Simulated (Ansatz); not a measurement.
# H5NOSi: the cost of one run

Program: Ansatz 0.2.0 through its Python package. Level of theory: r2SCAN+D4/cc-pVDZ. These are calculated values, not measurements.

**1. The system**

Bond lengths: N1–Si2 1.624 Å, Si2–O3 1.649 Å, N1–H4 0.986 Å, N1–H5 1.037 Å, Si2–H6 1.484 Å, Si2–H7 1.493 Å, O3–H8 1.013 Å. Angles: N1–Si2–O3 101.1°, N1–Si2–H6 110.3°, N1–Si2–H7 109.7°, O3–Si2–H6 110.9°, O3–Si2–H7 110.7°, H6–Si2–H7 113.5°, Si2–N1–H4 109.6°, Si2–N1–H5 110.4°, H4–N1–H5 106.5°, Si2–O3–H8 110.9°.

The script holds or builds the structure itself.

**2. The script**

Contents of h5nosi_pa.py:

```python
"""Adding a proton to H5NOSi."""

import logging
import sys

import ansatz
import numpy as np

logging.basicConfig(stream=sys.stdout, format="%(name)s: %(message)s")
logger = logging.getLogger("calc")
logger.setLevel(logging.INFO)

BASIS = "cc-pVDZ"
XC = "r2SCAN"
VDW = "d4"
CHARGE = 1
FORCE_TOL = 0.01

geometry_ang = [
    ("N", (-0.7726, 0.7439, -0.7554)),
    ("Si", (0.4904, 0.1996, 0.1079)),
    ("O", (-0.0774, -1.264, 0.6131)),
    ("H", (-0.9679, 0.1142, -1.488)),
    ("H", (-1.6245, 0.7826, -0.1652)),
    ("H", (0.7477, 1.0952, 1.2629)),
    ("H", (1.673, 0.0264, -0.7868)),
    ("H", (0.6235, -1.7551, 1.1557)),
]
system = ansatz.Crystal.molecule()
for symbol, xyz in geometry_ang:
    system = system.atom(symbol, xyz)

calculation = (
    system.calculation()
    .basis(gaussian=BASIS)
    .functional(XC, dispersion=VDW)
)
symbols = [site.symbol for site in system.cartesian_sites]
start = np.array([site.position_ang for site in system.cartesian_sites], dtype=float)
rep = calculation.relax(force_tolerance=0.01).run().report
end = np.array(rep["positions_ang"])

# put the proton on the side away from the neighbours, slightly off axis
away = sum((end[0] - end[j]) / np.linalg.norm(end[0] - end[j]) for j in [1, 3, 4]) + np.array([0.15, 0.1, -0.2])
proton = end[0] + 1.0 * away / np.linalg.norm(away)
acid = ansatz.Crystal.molecule()
for symbol, place in zip(symbols, end):
    acid = acid.atom(symbol, place.tolist())
acid = acid.atom("H", proton.tolist())
protonated = (
    acid.calculation()
    .basis(gaussian=BASIS)
    .functional(XC, dispersion=VDW)
    .charge(CHARGE)
    .relax(force_tolerance=FORCE_TOL, max_steps=80)
)
after = protonated.run().report
xyz = np.array(after["positions_ang"])
reach = np.linalg.norm(xyz[:-1] - xyz[-1], axis=1)
logger.info(f"base {rep['free_energy_ev']:.5f} eV, protonated {after['free_energy_ev']:.5f} eV")
logger.info(f"the proton ends {reach.min():.3f} A from {symbols[reach.argmin()]}{reach.argmin()}")
logger.info(f"electronic proton affinity {(rep['free_energy_ev'] - after['free_energy_ev']):.3f} eV")
```

**3. The calls as engine input**

The package turns the script's settings into the engine's input (first run):

```yaml
crystal:
  periodic: [false, false, false]
  atoms:
    - { symbol: "N", position_ang: [-0.7726, 0.7439, -0.7554] }
    - { symbol: Si, position_ang: [0.4904, 0.1996, 0.1079] }
    - { symbol: O, position_ang: [-0.0774, -1.264, 0.6131] }
    - { symbol: H, position_ang: [-0.9679, 0.1142, -1.488] }
    - { symbol: H, position_ang: [-1.6245, 0.7826, -0.1652] }
    - { symbol: H, position_ang: [0.7477, 1.0952, 1.2629] }
    - { symbol: H, position_ang: [1.673, 0.0264, -0.7868] }
    - { symbol: H, position_ang: [0.6235, -1.7551, 1.1557] }
basis:
  gaussian:
    orbitals: cc-pVDZ
hamiltonian:
  xc: r2scan
  dispersion: d4
relax:
  f_tol: 0.01
```

**4. The run**

Run with:

```
> python h5nosi_pa.py
```

What time and memory should one allow on 1 thread of Intel Xeon 6975P-C (Granite Rapids), shared host?

About 28 s, with a peak of 0.22 GiB.
